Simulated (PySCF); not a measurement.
# 1,3-butadiyne: 4 charge schemes on one density

Compound: 1,3-butadiyne, C₄H₂.
Cartesian coordinates in Å at the GFN2-xTB level; atoms count from 1:
```
atom  x, y, z in Å
C1     1.8584    0.3084    0.0732
C2     0.6710    0.1126    0.1043
C3    -0.6701   -0.1117    0.1428
C4    -1.8575   -0.3070    0.1755
H5     2.8920    0.4817    0.0481
H6    -2.8906   -0.4820    0.2076
```

Density: PBE0/pcSseg-1 (PySCF); schemes: Mulliken, IAO, Hirshfeld and ESP-fitted. Geometry: GFN2-xTB; no solvent, vibrations or thermal averaging.

Question: Do the Mulliken, IAO, Hirshfeld and ESP-fitted schemes agree on where the charge is lowest?

Answer: All schemes pick atoms of one kind: Mulliken C1 and C4 (-0.342); IAO C1 and C4 (-0.186); Hirshfeld C1 and C4 (-0.068); ESP-fitted C4 (-0.393).

Question: At which atom do the 4 schemes differ most?

Answer: At C4: from -0.393 (ESP-fitted) to -0.068 e (Hirshfeld), 0.325 e apart.

Question: Tabulate the Mulliken, IAO, Hirshfeld and ESP-fitted charges.

Answer: In e:

| atom | environment | Mulliken | IAO | Hirshfeld | ESP-fitted |
| --- | --- | --- | --- | --- | --- |
| C1 | terminal alkyne carbon | -0.342 | -0.186 | -0.068 | -0.390 |
| C2 | alkyne carbon | +0.276 | -0.027 | -0.034 | +0.074 |
| C3 | alkyne carbon | +0.276 | -0.027 | -0.034 | +0.080 |
| C4 | terminal alkyne carbon | -0.342 | -0.186 | -0.068 | -0.393 |
| H5 | alkyne hydrogen | +0.066 | +0.213 | +0.102 | +0.314 |
| H6 | alkyne hydrogen | +0.066 | +0.213 | +0.102 | +0.315 |

Mean size of the charges over all atoms: ESP-fitted 0.261 e, Mulliken 0.228 e, IAO 0.142 e, Hirshfeld 0.068 e. Each set sums to the total charge, 0, to within 0.001 e. The Mulliken scheme gives each basis function's population to the atom it is centred on and halves the overlap population of two atoms between them. The IAO scheme projects the occupied orbitals on a minimal set of polarised atomic orbitals and counts the electrons in each atom's part of it.

Question: How many electrons does the ESP-fitted scheme count on C1?

Answer: Z − q = 6 − (-0.390) = 6.390.

Question: Sum the charges by element.

Answer: 
```tsv
element	atoms	Mulliken	IAO	Hirshfeld	ESP-fitted
C	4	-0.131	-0.425	-0.204	-0.629
H	2	+0.131	+0.425	+0.204	+0.629
```
